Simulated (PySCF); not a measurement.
## SMILES C(C)(C)(C)CF, C5H11F

Molfile (atoms numbered from 1):
```
C5H11F
     RDKit          3D

 17 16  0  0  0  0  0  0  0  0999 V2000
   -0.7731    0.4109   -1.2723 C   0  0  0  0  0  0  0  0  0  0  0  0
   -0.1618   -0.0884    0.0359 C   0  0  0  0  0  0  0  0  0  0  0  0
   -1.0412   -1.1779    0.6512 C   0  0  0  0  0  0  0  0  0  0  0  0
    1.2469   -0.6311   -0.2094 C   0  0  0  0  0  0  0  0  0  0  0  0
   -0.0828    1.0919    0.9973 C   0  0  0  0  0  0  0  0  0  0  0  0
    0.4576    0.7115    2.2029 F   0  0  0  0  0  0  0  0  0  0  0  0
   -0.8511   -0.4118   -1.9996 H   0  0  0  0  0  0  0  0  0  0  0  0
   -0.1580    1.2023   -1.7301 H   0  0  0  0  0  0  0  0  0  0  0  0
   -1.7866    0.8145   -1.1168 H   0  0  0  0  0  0  0  0  0  0  0  0
   -0.6402   -1.4971    1.6242 H   0  0  0  0  0  0  0  0  0  0  0  0
   -1.0911   -2.0592   -0.0067 H   0  0  0  0  0  0  0  0  0  0  0  0
   -2.0699   -0.8162    0.8102 H   0  0  0  0  0  0  0  0  0  0  0  0
    1.7175   -0.9328    0.7377 H   0  0  0  0  0  0  0  0  0  0  0  0
    1.2185   -1.5081   -0.8745 H   0  0  0  0  0  0  0  0  0  0  0  0
    1.8899    0.1295   -0.6809 H   0  0  0  0  0  0  0  0  0  0  0  0
   -1.0901    1.5042    1.1865 H   0  0  0  0  0  0  0  0  0  0  0  0
    0.5486    1.8936    0.5742 H   0  0  0  0  0  0  0  0  0  0  0  0
  1  2  1  0
  2  3  1  0
  2  4  1  0
  2  5  1  0
  5  6  1  0
  1  7  1  0
  1  8  1  0
  1  9  1  0
  3 10  1  0
  3 11  1  0
  3 12  1  0
  4 13  1  0
  4 14  1  0
  4 15  1  0
  5 16  1  0
  5 17  1  0
M  END
```

Computed with PySCF, TDDFT CAM-B3LYP/def2-TZVPD excited states, vertical, gas phase. Geometry: PBE0-D3(BJ)/def2-SVP.

Singlets 4 and 5 lie within 0.01 eV of each other, so their separate moments and overlaps can depend on how they mix.

Problem. Give the one- and two-photon strengths of the lowest singlets.

Solution. δ for parallel linear polarisation; σ at the peak of a Lorentzian of half width 0.1 eV, single beam; Ω is circular over linear.
| state | E (eV) | f | photon λ (nm) | δ (au) | σ (GM) | Ω | main |
| --- | --- | --- | --- | --- | --- | --- | --- |
| S1 | 8.39 | 0.067 | 295 | 12 | 0.31 | 1.45 | HOMO→LUMO 0.89 |
| S2 | 8.60 | 0.101 | 288 | 10.9 | 0.29 | 1.50 | HOMO−1→LUMO 0.86 |
| S3 | 8.84 | 0.062 | 281 | 9.06 | 0.26 | 0.33 | HOMO−2→LUMO 0.92 |
| S4 | 9.02 | 0.016 | 275 | 4.25 | 0.13 | 1.50 | HOMO−3→LUMO 0.51, HOMO−1→LUMO+2 0.20 |
| S5 | 9.03 | 0.012 | 275 | 17.9 | 0.54 | 1.29 | HOMO→LUMO+1 0.73 |
| S6 | 9.32 | 0.004 | 266 | 13.8 | 0.44 | 1.50 | HOMO−1→LUMO+1 0.52, HOMO→LUMO+3 0.17 |

Among these, the strongest one-photon state is S2, the strongest two-photon state S5, with a dipole change of 2.5 D (relaxed, norm of the difference vector).
